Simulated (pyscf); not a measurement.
Four-centre exchange: H₂S (SMILES S) + HS–GeH₃ (SMILES [SH][GeH3]) -> HS–GeH₃ (SMILES [SH][GeH3]) + H₂S (SMILES S)

Gas phase, singlet surface, charge 0. Bonds broken: S1–H8, Ge2–S7. Bonds formed: S1–Ge2, S7–H8. Single points on ωB97X-D3(BJ)/def2-SVP structures (PySCF, gas phase). MP2 and CC: frozen core, UHF for open shells. ΔMP2 is the change of the MP2 total energy from the triple- to the quadruple-zeta basis.

Transition state (Å):

```xyz
9

S     -0.3227    -1.5261     0.1484
Ge    -1.3957     0.8092     0.0153
H     -1.0861    -1.9684    -0.8713
H     -2.0944     1.1380    -1.3105
H     -2.5094     0.1552     0.8849
H     -0.8867     1.9661     0.8864
S      0.8268     0.9810    -1.3206
H      0.5780    -0.6948    -0.7328
H      1.5919     1.2674    -0.2484
```

One imaginary mode, 822i cm⁻¹; descent along it reached the two sides named.

| bond | change | reactant side (Å) | saddle | product side |
|---|---|---|---|---|
| S1–H8 | breaks | 1.349 | 1.510 | 2.7 |
| Ge2–S7 | breaks | 2.233 | 2.599 | 3.8 |
| S1–Ge2 | forms | 4.1 | 2.574 | 2.232 |
| S7–H8 | forms | 2.7 | 1.793 | 1.349 |

Electronic energies relative to the separated reactants (kcal/mol):

| level | barrier | reaction energy | reverse barrier |
|---|---|---|---|
| ωB97X-D3(BJ)/def2-TZVP | 38.6 | 0.0 | 38.6 |
| PBE/def2-TZVP | 29.9 | 0.0 | 29.9 |
| r²SCAN/def2-TZVP | 33.2 | 0.0 | 33.2 |
| B3LYP-D3(BJ)/def2-TZVP | 35.2 | 0.0 | 35.2 |
| PBE0-D3(BJ)/def2-TZVP | 33.4 | 0.0 | 33.4 |
| M06-2X/def2-TZVP | 38.1 | 0.0 | 38.1 |
| ωB97M-D3(BJ)/def2-TZVP | 40.4 | 0.0 | 40.4 |
| HF/def2-TZVP | 60.7 | 0.0 | 60.7 |
| MP2/def2-QZVPP | 39.8 | 0.0 | 39.8 |
| CCSD/def2-TZVPP | 46.1 | 0.0 | 46.1 |
| CCSD(T)/def2-TZVPP | 41.9 | 0.0 | 41.9 |
| CCSD(T)/def2-TZVPP + ΔMP2(QZVPP) | 41.8 | 0.0 | 41.8 |

With CCSD(T)/def2-TZVPP + ΔMP2(QZVPP) energies and thermal terms (ideal gas, 1 atm, RRHO with modes under 100 cm⁻¹ raised to 100, one conformer, R ln 2 for chiral ones without a mode under 150 cm⁻¹), in kcal/mol:

```tsv
T (K)	ΔH‡	ΔG‡	ΔH	ΔG
298	40.7	51.3	0.0	0.0
600	41.1	61.9	0.0	0.0
900	41.9	72.2	0.0	0.0
1200	42.8	82.1	0.0	0.0
```

One saddle was located; it need not be the lowest between these sides. The CCSD(T) − MP2 part came from Ansatz, without density fitting, on the same reference. The frozen core leaves the outer d or s,p core shells of the metals and heavy elements correlated in the MP2 and CC values, and def2-TZVPP describes them poorly, which can shift differences by a few kcal/mol. Elements up to Kr have no core potential and no relativistic terms here.
